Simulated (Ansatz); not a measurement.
Molecule: CH₂N (charge +1, singlet). It need not be the lowest isomer of its formula. 
Structure (B3LYP-D3(BJ)/def2-TZVP (Ansatz, a program for electronic structure) minimum search):
```xyz
4

C      0.0000     0.0000    -0.5980
N      0.0000     0.0000     0.5315
H      0.0000     0.0000    -1.6793
H      0.0000     0.0000     1.5473
```
Charge +1, spin multiplicity 1.

Parts of the frozen-core correlation energy in STO-3G (Ansatz, hartree). Frozen orbitals: 2; correlated occupied orbitals by spin: 5 and 5; virtual: 5 and 5. No spin-orbit coupling. Non-relativistic.

```tsv
term	value
reference (HF)	-91.99543
MP2 opposite-spin	-0.11393
MP2 same-spin	…
CCSD correlation	…
(T)	…
FCI minus CCSD(T)	-0.00134
T1 diagnostic	0.014
largest doubles amplitude	0.136
```

### Question
Complete the blanks.

### Answer

- MP2 same-spin, value: -0.03156
- CCSD correlation, value: -0.16070
- (T), value: -0.00236
